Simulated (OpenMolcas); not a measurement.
## SiNH3 (SMILES [N][SiH3]): methods side by side

The species is SiNH3 (5 atoms), meant as a triplet with charge 0. As SMILES, `[N][SiH3]`. Geometry: relaxed at GFN2-xTB.

```jsonl
{"atom": "N", "x (Å)": "-1.5366", "y (Å)": "0.3343", "z (Å)": "0.4795"}
{"atom": "Si", "x (Å)": "0.0102", "y (Å)": "-0.0023", "z (Å)": "-0.0038"}
{"atom": "H", "x (Å)": "0.0649", "y (Å)": "-0.3132", "z (Å)": "-1.4454"}
{"atom": "H", "x (Å)": "0.5551", "y (Å)": "-1.1630", "z (Å)": "0.7272"}
{"atom": "H", "x (Å)": "0.9063", "y (Å)": "1.1442", "z (Å)": "0.2425"}
```

Each level gives the energy change with the N1–Si2 bond stretched from 1.655 to 2.897 Å (eV). The values are calculated.

```csv
level,kind,program,value (eV),less FCI/STO-3G
UHF/STO-3G,Hartree–Fock,OpenMolcas,0.99,-0.42
USVWN5/STO-3G,LDA,OpenMolcas,2.72,+1.31
UPBE/STO-3G,GGA,OpenMolcas,2.37,+0.96
U-r2SCAN/STO-3G,meta-GGA,OpenMolcas,2.19,+0.78
UB3LYP/STO-3G,global hybrid,OpenMolcas,2.32,+0.91
UM06-2X/STO-3G,hybrid meta-GGA,OpenMolcas,2.20,+0.79
ROCCSD(T)/STO-3G,coupled cluster or CI,OpenMolcas,1.41,0.00
FCI/STO-3G,exact in the basis,OpenMolcas,1.41,0.00
```

FCI/STO-3G is exact within its basis and frozen core, so for wave-function methods in that basis the difference is their error; functionals converge differently with the basis, so for them it is only a difference. The first shape isn't each level's own minimum. The values span 0.99 to 2.72 eV. Spin contamination of the reference (⟨S²⟩ at least 0.1 too high) touches UHF/STO-3G, USVWN5/STO-3G, UPBE/STO-3G, U-r2SCAN/STO-3G, UB3LYP/STO-3G, UM06-2X/STO-3G. All rows use very small basis sets, so even the best lies far from the true value.
